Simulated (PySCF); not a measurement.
Spin–spin coupling constants

Geometry:
| atom | x (Å) | y (Å) | z (Å) |
| --- | --- | --- | --- |
| C1 | -0.597 | 0.981 | 0.933 |
| N2 | -0.087 | 0.142 | 0.134 |
| C3 | 1.263 | -0.330 | 0.266 |
| C4 | -0.812 | -0.409 | -0.976 |
| H5 | -1.617 | 1.320 | 0.810 |
| H6 | -0.028 | 1.380 | 1.761 |
| H7 | 1.268 | -1.416 | 0.385 |
| H8 | 1.762 | 0.121 | 1.121 |
| H9 | 1.828 | -0.099 | -0.638 |
| H10 | -1.825 | -0.016 | -1.026 |
| H11 | -0.295 | -0.179 | -1.909 |
| H12 | -0.859 | -1.496 | -0.888 |

Total charge +1.

Indirect spin–spin couplings were computed at B3LYP/pcJ-1 (spin–dipole term only in couplings to heteroatoms) (PySCF 2.14) on a GFN2-xTB structure, for the isolated molecule, without vibrational or relativistic corrections. Couplings are averaged over pairs made equivalent by symmetry, fast rotation or ring inversion, so a value needn't be that of the named pair in this geometry, while other rotamers aren't included; one pair stands for each set, and the list holds those of at least 1.5 Hz over up to four bonds.

Isotopes: 13C, 1H, 15N.

```csv
pair,bonds,J (Hz)
"C1, N2",1,-23.5
"C1, H5",1,194.0
"N2, C3",1,-9.3
"C3, H7",1,150.2
"N2, H7",2,1.6
"C3, C4",2,?
"H5, H6",2,?
"H7, H8",2,-17.7
"C1, H7",3,6.7
"C3, H5",3,?
"C3, H6",3,6.6
"C3, H10",3,4.0
"H5, H7",4,?
"H5, H10",4,-2.3
```

Question: Estimate the withheld couplings, with signs.

Answer: 
- 2J(C3,C4) = 2.7 Hz (angle at N2 115°)
- 2J(H5,H6) = 4.0 Hz (angle at C1 118°)
- 3J(C3,H5) = 9.8 Hz (dihedral angle 180°)
- 4J(H5,H7) = -1.8 Hz (mean over equivalent pairs that range from -2.8 to 0.0 Hz in this conformer)
